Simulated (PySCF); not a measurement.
An unknown is described by computed data only.

Formula: HNO3.

* NMR, other nuclei: isotropic shieldings of nuclei other than C and H, by class: -111 (1 N), -179 (2 O), -37 (1 O) ppm [GIAO CAM-B3LYP/pcSseg-2]
* Dipole: 2.47 D [CAM-B3LYP/def2-SVPD]
* 1H NMR: chemical shifts (computed TMS as zero) by class: 9.41 (1 H) ppm [GIAO CAM-B3LYP/pcSseg-2]
* Polarisability: 25.1 au [CAM-B3LYP/def2-SVPD]
* Rotational structure: rotational constants A, B, C: 13.311, 12.474, 6.439 GHz [PBE0-D3(BJ)/def2-SVP]
* XPS: N1s 414.6, O1s 540.3 (×2), O1s 541.5 eV [ΔSCF SCAN, pcX-2 on the ionised atom, pcseg-1 elsewhere, spin-free X2C]

Gas-phase values; electronic properties from PySCF, density fitting. Levels stand in brackets. Isolated species at its PBE0-D3(BJ)/def2-SVP geometry (one conformer only). Each NMR value is the plain mean over a class of atoms that symmetry, rotation or inversion makes alike.

**Question.** Propose a structure and show how it fits.

**Answer.** Numbering: `[O:1]=[N+:2]([O-:3])[OH:4]`. The one hydrogen (9.41 ppm): hydroxyl hydrogen. The other shieldings belong to: -111 ppm, nitrogen bonded to 3 O [N2]; -179 ppm, oxygen bonded to N [O1/O3]; -37 ppm, hydroxyl oxygen [O4]. The core levels belong to: N1s 414.6 eV, nitrogen bonded to 3 O [N2]; O1s 540.3 eV, oxygen bonded to N [O1/O3]; O1s 541.5 eV, hydroxyl oxygen [O4]. One atom of each topological class was ionised and stands for its class. The optimised geometry has point group Cs and is an asymmetric top. Structure: nitric acid (`O=[N+]([O-])O`). Computed isomers that give other values at the same levels: `O=NOO` (rotational constant A: 59.219 GHz; this holds for the one conformer computed). The assignments are read from this structure; whether some other isomer fits the data as well wasn't checked.

The values belong to the conformer `[O:1]=[N+:2]([O-:3])[OH:4]`: H–O4–N2–O1 0°.
